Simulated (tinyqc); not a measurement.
Inside a calculation. Method: RHF in the sto-3g basis, for H2O, spin multiplicity 1. One step of it, computed by the program tinyqc.

Task: Iteration 2: diagonalisation and new density. Diagonalise F' = X^T F X, C = X C', fill 5 alpha and 5 beta electrons from the bottom; D = 2 C_occ C_occ^T. Each column has its largest component positive (the first on a tie).

Fock matrix F (hartree):
```
,1O 1s,1O 2s,1O 2px,1O 2py,1O 2pz,2H 1s,3H 1s
1O 1s,-20.230803,-5.164946,0.000000,0.000000,-0.030692,-1.391913,-1.391913
1O 2s,-5.164946,-2.474753,0.000000,0.000000,-0.141685,-1.138099,-1.138099
1O 2px,0.000000,0.000000,-0.400195,0.000000,0.000000,0.000000,0.000000
1O 2py,0.000000,0.000000,0.000000,-0.389278,0.000000,-0.431058,0.431058
1O 2pz,-0.030692,-0.141685,0.000000,0.000000,-0.376848,-0.352918,-0.352918
2H 1s,-1.391913,-1.138099,0.000000,-0.431058,-0.352918,-0.664920,-0.441932
3H 1s,-1.391913,-1.138099,0.000000,0.431058,-0.352918,-0.441932,-0.664920
```

X:
```
,1,2,3,4,5,6,7
1O 1s,-0.292955,0.000000,0.772993,0.000000,-0.605671,0.000000,0.149357
1O 2s,1.292291,0.000000,-0.266705,0.000000,-0.264045,0.000000,0.424765
1O 2px,0.000000,0.000000,0.000000,1.000000,0.000000,0.000000,0.000000
1O 2py,0.000000,1.015160,0.000000,0.000000,0.000000,0.674070,0.000000
1O 2pz,0.520290,0.000000,0.636682,0.000000,0.680146,0.000000,0.169578
2H 1s,-0.803846,-0.930461,-0.149191,0.000000,0.118235,0.367715,0.369097
3H 1s,-0.803846,0.930461,-0.149191,0.000000,0.118235,-0.367715,0.369097
```

Give: F' = X^T F X; orbital energies; coefficients C; D after iteration 2.

Result:

F' = X^T F X (hartree):
```
,1,2,3,4,5,6,7
1,0.3363,0.0000,1.3524,0.0000,-0.8617,0.0000,0.0203
2,0.0000,0.8414,0.0000,0.0000,0.0000,0.1051,0.0000
3,1.3524,0.0000,-9.7238,0.0000,8.9329,0.0000,-4.0150
4,0.0000,0.0000,0.0000,-0.4002,0.0000,0.0000,0.0000
5,-0.8617,0.0000,8.9329,0.0000,-8.9478,0.0000,3.9548
6,0.0000,0.1051,0.0000,0.0000,0.0000,-0.6646,0.0000
7,0.0203,0.0000,-4.0150,0.0000,3.9548,0.0000,-2.9965
```

orbital energies (hartree): MO1 -20.2399, MO2 -1.3004, MO3 -0.6719, MO4 -0.4435, MO5 -0.4002, MO6 0.6521, MO7 0.8487

coefficients C:
```
,MO1,MO2,MO3,MO4,MO5,MO6,MO7
1O 1s,0.9940,-0.2327,0.0000,0.0988,0.0000,-0.1435,0.0000
1O 2s,0.0281,0.8207,0.0000,-0.5256,0.0000,1.0202,0.0000
1O 2px,0.0000,0.0000,0.0000,0.0000,1.0000,0.0000,0.0000
1O 2py,0.0000,0.0000,0.6021,0.0000,0.0000,0.0000,1.0594
1O 2pz,0.0046,0.1384,0.0000,0.8151,0.0000,0.6956,0.0000
2H 1s,-0.0068,0.1585,0.4313,0.2489,0.0000,-0.8553,-0.9027
3H 1s,-0.0068,0.1585,-0.4313,0.2489,0.0000,-0.8553,0.9027
```

D after iteration 2:
```
,1O 1s,1O 2s,1O 2px,1O 2py,1O 2pz,2H 1s,3H 1s
1O 1s,2.1038,-0.4300,0.0000,0.0000,0.1059,-0.0381,-0.0381
1O 2s,-0.4300,1.9011,0.0000,0.0000,-0.6294,-0.0018,-0.0018
1O 2px,0.0000,0.0000,2.0000,0.0000,0.0000,0.0000,0.0000
1O 2py,0.0000,0.0000,0.0000,0.7251,0.0000,0.5194,-0.5194
1O 2pz,0.1059,-0.6294,0.0000,0.0000,1.3670,0.4495,0.4495
2H 1s,-0.0381,-0.0018,0.0000,0.5194,0.4495,0.5463,-0.1978
3H 1s,-0.0381,-0.0018,0.0000,-0.5194,0.4495,-0.1978,0.5463
```
